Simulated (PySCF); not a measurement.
# How well do the runs reproduce experiment for CFCl3?

**The experiment to reproduce.**

From NIST CCCBDB Release 22 (SRD 101), experimental dipoles, for the gas: dipole moment (microwave Stark effect, vibrational ground state) 0.46 ± 0.02 D.

The runs below try to reproduce these values; the comparison stands at the end.

CFCl3.
Numbering: `[F:1][C:2]([Cl:3])([Cl:4])[Cl:5]`

Geometry (GFN2-xTB, Å), atoms numbered from 1 in this order:
```xyz
5
CCl3F angstrom
F      0.0603   -0.1410    1.3961
C      0.0046   -0.0063    0.0667
Cl    -0.4579    1.6606   -0.3126
Cl     1.6028   -0.3706   -0.6039
Cl    -1.2011   -1.1397   -0.5634
```

The PySCF runs (gas phase, on this GFN2-xTB geometry; no spin–orbit coupling):

```tsv
level	job	basis functions
B97-2/def2-TZVP	shieldings	173
BHandHLYP/def2-TZVP	shieldings	173
CAM-B3LYP/def2-TZVP	shieldings	173
HCTH407/def2-TZVP	shieldings	173
HSE06/def2-TZVP	shieldings	173
LC-wPBE/def2-TZVP	shieldings	173
OLYP/def2-TZVP	shieldings	173
WP04/def2-TZVP	shieldings	173
mPW1PW91/def2-TZVP	shieldings	173
revPBE/def2-TZVP	shieldings	173
wB97X-D/def2-TZVP	shieldings	173
wB97X/def2-TZVP	shieldings	173
```

## Comparison

**Dipole moment.** Measured: 0.46 D (NIST CCCBDB Release 22 (SRD 101), experimental dipoles).

| level | computed (D) | computed − measured (D) | % (from the printed values) |
| --- | --- | --- | --- |
| B97-2/def2-TZVP | 0.34 | -0.12 | -26 |
| BHandHLYP/def2-TZVP | 0.47 | +0.01 | +2 |
| CAM-B3LYP/def2-TZVP | 0.42 | -0.04 | -9 |
| HCTH407/def2-TZVP | 0.30 | -0.16 | -35 |
| HSE06/def2-TZVP | 0.36 | -0.10 | -22 |
| LC-wPBE/def2-TZVP | 0.38 | -0.08 | -17 |
| OLYP/def2-TZVP | 0.27 | -0.19 | -41 |
| WP04/def2-TZVP | 0.47 | +0.01 | +2 |
| mPW1PW91/def2-TZVP | 0.36 | -0.10 | -22 |
| revPBE/def2-TZVP | 0.26 | -0.20 | -43 |
| wB97X-D/def2-TZVP | 0.36 | -0.10 | -22 |
| wB97X/def2-TZVP | 0.37 | -0.09 | -20 |

The computed dipoles belong to one fixed geometry; measured ones are averaged over vibrations unless marked μe. Magnitudes are compared, not signs.

The geometry is computed, not the measured one. Where a level misses, the cause wasn't examined.
